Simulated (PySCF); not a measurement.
Isomers of C6H10, mass 82.078 u with the commonest isotopes. Computed with PBE0/pcSseg-1 in PySCF (dipole) on a GFN2-xTB geometry, gas phase. One conformer each, none proved a minimum here; rigid rotors.

Task: Order these by rotational constant B, largest first.
A. `[CH:1]#[C:2][CH2:3][CH2:4][CH2:5][CH3:6]` with C2–C3–C4–C5 -66°, C3–C4–C5–C6 178°
B. `C1([C@@H](C)[C@H]1C)=C`
C. `CCC#CCC` (3-hexyne)
D. `[CH2:1]=[C:2]([CH3:3])[CH:4]1[CH2:5][CH2:6]1` with C1–C2–C4–C5 36°

Result: B (3518 MHz), D (2594 MHz), A (1816 MHz), C (1333 MHz).

Task: Order these by rotational constant C, smallest first.
A. 3-hexyne (`CCC#CCC`)
B. `C=C1[C@@H](C)[C@H]1C`
C. `[CH:1]#[C:2][CH2:3][CH2:4][CH2:5][CH3:6]` with C2–C3–C4–C5 -66°, C3–C4–C5–C6 178°
D. `[CH2:1]=[C:2]([CH3:3])[CH:4]1[CH2:5][CH2:6]1` with C1–C2–C4–C5 36°

Result: A (1300 MHz), C (1573 MHz), D (2217 MHz), B (2317 MHz).

Task: Order these by out-of-plane moment Σ m c² = (Ia + Ib − Ic)/2, largest first.
A. `CCC#CCC` (3-hexyne)
B. `[C@@H]1(C)C(=C)[C@@H]1C`
C. `[CH:1]#[C:2][CH2:3][CH2:4][CH2:5][CH3:6]` with C2–C3–C4–C5 -66°, C3–C4–C5–C6 178°
D. `[CH2:1]=[C:2]([CH3:3])[CH:4]1[CH2:5][CH2:6]1` with C1–C2–C4–C5 36°

Result: B (24.00 u·Å²), D (21.31 u·Å²), A (18.23 u·Å²), C (12.66 u·Å²).

```
              SMILES  point group  Ia (u·Å²)  Ib (u·Å²)  Ic (u·Å²)      κ  μa (D)  μb (D)  μc (D)
             C#CCCCC           C1      68.27     278.34     321.29  -0.92    0.58    0.44    0.04
C=C1[C@@H](C)[C@H]1C           Cs     122.52     143.64     218.16   0.33    0.52    0.00    0.05
             CCC#CCC           C2      45.98     379.26     388.79  -0.99    0.00    0.10    0.00
         C=C(C)C1CC1           Cs      75.67     194.86     227.92  -0.83    0.20    0.64    0.00
```
